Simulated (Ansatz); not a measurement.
SiH3, doublet: CASSCF and its corrections

Program: Ansatz, Gaussian basis, development build. Basis cc-pVDZ, nonrelativistic, 5 orbitals frozen in the corrections. State-specific CASSCF; RHF is the lowest restricted (open-shell) Hartree–Fock solution met. Solutions may break the symmetry of the shape. Lower solutions, or ones in other orbitals, may exist.

Geometry:

```xyz
4

Si    0.0000    0.0000    0.0795
H     1.4245    0.0000   -0.3709
H    -0.7122    1.2336   -0.3709
H    -0.7122   -1.2336   -0.3709
```

**Question.** What do CASSCF and its corrections give against RHF in CAS(7,7), and what are the occupations?

**Answer.** CASSCF -1.183 eV, SC-NEVPT2 -2.693 eV; occupations 1.99, 1.97, 1.97, 1.00, 0.03, 0.02, 0.02.
